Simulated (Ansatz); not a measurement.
Relaxation of C2H5O (8 atoms, charge 0, multiplicity 2), to a largest force component of 0.015 eV/Å in at most 40 steps.

Method: Ansatz, UKS PBE/def2-SVP.

```xyz
8
Properties=species:S:1:pos:R:3
C -0.451 0.598 -0.266
C 0.427 -0.543 0.246
O -0.107 -1.733 0.343
H -1.454 0.243 -0.486
H -0.015 1.024 -1.167
H -0.504 1.387 0.481
H 0.882 -0.257 1.232
H 1.362 -0.606 -0.372
```

Where does it end, and by what steps?

It converged. After 12 steps the energy has fallen by 0.171 eV; H5 moved furthest, 0.57 Å.

```csv
step,energy less start (eV),largest force component (eV/Å),accepted
0,0.0000,1.472,yes
1,-0.0664,0.482,yes
2,-0.0736,0.199,yes
3,-0.0743,0.075,yes
4,-0.0746,0.073,yes
5,-0.0811,0.178,yes
6,-0.1190,0.428,yes
7,-0.0745,1.055,no
8,-0.1489,0.118,yes
9,-0.1641,0.150,yes
10,-0.1707,0.047,yes
11,-0.1712,0.022,yes
12,-0.1714,0.007,yes
```

```xyz
8
Properties=species:S:1:pos:R:3
C -0.440 0.610 -0.268
C 0.437 -0.534 0.246
O 0.138 -1.780 -0.164
H -1.496 0.450 0.029
H -0.403 0.656 -1.375
H -0.106 1.589 0.134
H 0.478 -0.538 1.380
H 1.533 -0.339 0.030
```

Time of the run: 39 s on 1 thread of Arm Neoverse V1 (shared host), peak memory 0.13 GiB.
